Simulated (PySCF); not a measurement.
Methylenecyclopropene, C₄H₄.
Atom-mapped SMILES: `[CH2:1]=[C:2]1[CH:3]=[CH:4]1` (hydrogens: H5, H6 on C1; H7 on C3; H8 on C4)

The geometry is computed with GFN2-xTB (gas phase).

**Question.** What internal coordinates does the optimisation give?

**Answer.** 
```tsv
bond	length (pm)
C1=C2	130.9
C2–C3, C2–C4	145.0
C3=C4	132.4
C1–H5, C1–H6	107.6
C3–H7, C4–H8	106.3
```

Bonds in one row agree within 1 pm and their mean is given. A selection of angles:
```tsv
angle	degrees
C2–C1–H5	121.5
H5–C1–H6	117.0
C1–C2–C3	152.8
C3–C2–C4	54.3
C2–C3–C4	62.8
C2–C3–H7	148.5
C4–C3–H7	148.7
```

Dihedral angles: C1–C2–C3–C4 180° (antiperiplanar); C1–C2–C4–C3 180° (antiperiplanar).

The 4 heavy atoms lie in one plane (0.000 Å rms). The C–C distances run from 1.309 Å (C1=C2, drawn double) to 1.450 Å (C2–C4, drawn single), a spread of 0.141 Å. The 3-membered ring C2–C3–C4 has internal angles of 54.3° to 62.8°.

Point group: C2v (every atom within 0.08 Å of its image). GFN2-xTB frequencies: not computed here.
